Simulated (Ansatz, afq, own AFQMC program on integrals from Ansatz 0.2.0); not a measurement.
Where AFQMC and coupled cluster stand for SnN3H6, doublet

```xyz
10

Sn    0.0151   -0.1050   -0.1089
N     1.2387    0.5119    1.4415
N    -0.2071   -2.1169    0.3200
N     1.3502   -0.1677   -1.6887
H     0.7842    1.1047    2.1350
H     2.0503    1.0206    1.0880
H    -1.1138   -2.5101    0.0710
H    -0.0553   -2.3000    1.3128
H     1.2102    0.5526   -2.3961
H     1.3145   -1.0724   -2.1608
```

Basis def2-SVP with its core potentials. Only valence electrons are correlated. Integrals, coupled cluster, full CI and functionals: Ansatz 0.2.0; the random walks run on the same integrals in our own AFQMC program. The CISD trial takes its coefficients from CCSD amplitudes. Released means that phaseless walkers are propagated on without the constraint, phases kept. ± is one standard error of the sampling. No spin–orbit coupling.

Determinant: UHF, the one that the program's search chose, which needn't be the lowest solution. The geometry is a PBE0/def2-SVP stationary point of this or a neighbouring charge and spin state.

No full CI on the walks' own integrals is used here. The released AFQMC energy serves as the reference, which it does only where one determinant dominates, the energy is flat over the last release times and near the phaseless one (40 meV or 2 meV an electron, half that with transition metals). On small molecules, where full CI could be run and the noise was under 10 meV, such values lay within 10 meV of it in 19 cases of 20, a flattering rate, since the rule was set on those same cases; what remains of the bias isn't in the error bar.

Cautions: no spin-orbit coupling; inner d shell frozen; the released value is read at 0.90 1/Eh with a noise of 15 meV, more than in the cases checked (meV from the phaseless value at times in 1/Eh: -2 ± 10 at 0.21, -12 ± 8 at 0.42, -33 ± 11 at 0.63, -9 ± 15 at 0.90).

* T1 diagnostic: 0.0193
* weight of the determinant in the CISD state: 0.795
* ⟨S²⟩ of the determinant: 0.776
* size of the correlated space: 25 electrons in 86 orbitals

| level | correlation energy (eV) |
| --- | --- |
| MP2 | -16.2937 |
| CCSD | -17.2849 |
| CCSD(T) | -17.7936 |

Q: Estimate where phaseless AFQMC with a CISD trial lies against CCSD(T) on the same integrals.

A: 7.1 ± 1.1 kJ/mol below CCSD(T).

Reference: AFQMC with the constraint released, correlation energy -17.876 ± 0.015 eV.

```json
{"level": "CCSD(T)", "E − E(reference) (kJ/mol)": "7.9 ± 1.4", "share of correlation (%)": "99.54"}
{"level": "ph-AFQMC/CISD", "E − E(reference) (kJ/mol)": "0.8 ± 1.8", "share of correlation (%)": "99.95"}
```

Released energies are given only where the last usable release times agree within the noise; a slower fall can still hide under it.
